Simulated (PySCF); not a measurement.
**What each rung costs, and what it gives**

Saddle point of CH₆BN, singlet (CH₆BN ([CH3][BH][NH2]) → BNH₂ ([BH][NH]) + CH₄; bonds formed: C2–H4; bonds broken: B1–C2, N3–H4), PBE0-D4/def2-TZVP structure:

```xyz
9
angstrom
B -0.6258 -0.0680 -0.5564
C 0.4274 0.5744 0.7640
N -0.0978 -1.2253 -0.9724
H 0.5451 -0.5140 0.0645
H -1.5288 0.6974 -0.7280
H 1.3476 0.1634 1.2075
H 0.6862 1.5470 0.3492
H -0.3008 0.6537 1.5694
H -0.4531 -1.8287 -1.6979
```

Barriers are electronic and count from the start structure reached by relaxing down the imaginary mode.

Computed with PySCF 2.14 with density fitting (its default auxiliary sets; JK sets also for MP2 and CCSD(T)) (basis: as named in each row); correlated methods freeze the cores. B3LYP uses VWN-RPA correlation. Extrapolation: Hartree–Fock as exp(−7.88 √X), correlation as X^−2.97.

Times are rough, for one single point on 4 threads of a shared host (Arm Neoverse V1).

The estimate by CCSD(T) at an estimated basis limit (MP2 extrapolated from triple and quadruple zeta, plus CCSD(T) − MP2 in triple zeta) is 81.19 kcal/mol.

| method | basis | time (s) | barrier (kcal/mol) | method less estimate |
| --- | --- | --- | --- | --- |
| HF | STO-3G | under 1 | 144.04 | 62.85 |
| B3LYP-D4 | 6-31G | 2 | 89.75 | 8.57 |
| MP2 | def2-QZVPP | 3 | 79.39 | -1.80 |
| PBE0-D4 | def2-SVP | 3 | 78.97 | -2.21 |
| PBE-D4 | def2-SVP | 3 | 73.09 | -8.09 |
| SPW92 | def2-TZVPP | 7 | 70.61 | -10.57 |
| CCSD(T) | def2-SVP | 8 | 83.39 | 2.20 |
| PBE0-D4 | def2-TZVPP | 8 | 79.12 | -2.07 |
| BHLYP-D4 | def2-TZVPP | 8 | 87.53 | 6.35 |
| B3LYP-D4 | def2-TZVPP | 8 | 81.09 | -0.09 |
| PBE-D4 | def2-TZVPP | 8 | 73.68 | -7.50 |
| r2SCAN-D4 | def2-TZVPP | 20 | 77.80 | -3.38 |
| wB97M-V | def2-TZVPP | 130 | 81.03 | -0.16 |
| CCSD(T) | def2-TZVPP | 180 | 81.91 | 0.73 |

All methods are single points on the PBE0-D4 structures.

T1 diagnostic: at most 0.015.

Labels in which every atom is bracketed show which atoms are joined, not bond orders.
